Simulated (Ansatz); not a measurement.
Method: frozen-core CCSD(T)/cc-pVTZ // B3LYP-D3(BJ)/def2-SVP (Ansatz, an electronic-structure program).

Ansatz 0.2 input:
```yaml
crystal:
  periodic: [false, false, false]
  atoms:
    - { symbol: O, position_ang: [0.001869, 0.400785, -0.000001] }
    - { symbol: H, position_ang: [0.756081, -0.203922, -0.000002] }
    - { symbol: H, position_ang: [-0.75795, -0.196863, 0.000003] }
basis:
  gaussian: { orbitals: cc-pVTZ }
correlation:
  method: ccsd_t
```

Output:

```
Functional definition: HF
342 factors; integrals over basis functions are off by at most 6.9e-4 eV
mean field evaluation 1: about -2067.8599 eV, gradient 3.2e1 eV
mean field evaluation 2: about -2067.8600 eV, gradient 3.2e1 eV
mean field evaluation 4: about -2069.5891 eV, gradient 1.4e0 eV
mean field evaluation 8: about -2069.5963 eV, gradient 3.5e-5 eV
mean field evaluation 16: about -2069.5958 eV, gradient 3.4e-1 eV
mean field -2069.59629071 eV, -76.0562608607 hartree, gradient 9.9e-7 eV, S^2 0.000000; 0 other end points of the search recorded, 0 dependent functions left out
1 core orbitals not correlated
reference -2069.59629071 eV, -76.0562608607 hartree; 4, 4 occupied and 53, 53 virtual orbitals, 342 factors
second order -7.13721685 eV of doubles, -0.00000000 eV of singles
cycle   1  -7.14161128 eV  change   -4.4e-3 eV  update   3.8e-2
cycle   2  -7.27546268 eV  change   -1.3e-1 eV  update   1.1e-2
cycle   3  -7.29612191 eV  change   -2.1e-2 eV  update   4.0e-3
cycle   4  -7.29543344 eV  change    6.9e-4 eV  update   7.4e-4
cycle   5  -7.29589952 eV  change   -4.7e-4 eV  update   2.7e-4
cycle   6  -7.29591932 eV  change   -2.0e-5 eV  update   8.4e-5
cycle   7  -7.29592466 eV  change   -5.3e-6 eV  update   2.7e-5
cycle   8  -7.29591460 eV  change    1.0e-5 eV  update   6.8e-6
cycle   9  -7.29591183 eV  change    2.8e-6 eV  update   1.3e-6
perturbative correction -0.21054597 eV, -0.0077374217 hartree
Total energy: -2077.10274851 eV, -76.3321180969 hartree
```

Cost: very roughly 1.1 core-seconds.
